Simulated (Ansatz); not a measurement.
Relaxation of AlH₄NO (7 atoms, charge 0, multiplicity 1), to a largest force component of 0.015 eV/Å in at most 40 steps.

Method: Ansatz, RKS PBE-D4/def2-TZVP.

```xyz
7
Properties=species:S:1:pos:R:3:forces:R:3
N -0.968 0.359 -0.895 1.68 2.84 0.51
Al 0.275 0.080 0.460 0.29 -0.83 -0.44
O 1.309 -1.409 0.371 1.02 2.02 -0.95
H -0.976 -0.435 -1.478 -0.14 -1.43 -1.26
H -0.604 1.176 -1.522 -1.02 -1.52 1.25
H 0.437 1.131 1.668 -0.05 -0.20 -0.22
H 2.164 -1.120 -0.126 -1.78 -0.88 1.11
```

**Question.** Where does it end, and by what steps?

**Answer.** The forces met the threshold. After 8 steps the energy has fallen by 0.762 eV; H5 moved furthest, 0.82 Å.

```tsv
step	energy less start (eV)	largest force component (eV/Å)	accepted
0	0.0000	2.839	yes
1	-0.2896	1.374	yes
2	-0.5245	1.031	yes
3	-0.6289	0.433	yes
4	-0.7010	0.346	yes
5	-0.7494	0.181	yes
6	-0.7559	0.190	yes
7	-0.7615	0.020	yes
8	-0.7616	0.003	yes
```

```xyz
7
Properties=species:S:1:pos:R:3
N -0.610 0.340 -1.012
Al 0.456 0.193 0.406
O 1.621 -1.056 0.551
H -0.628 -0.266 -1.826
H -1.305 1.075 -1.109
H 0.351 1.234 1.591
H 1.751 -1.736 -0.123
```

Whether the end is a true minimum wasn't checked by a vibrational analysis.

Run time: 14 s on 2 threads of Arm Neoverse V1 (shared host), peak memory 0.18 GiB.
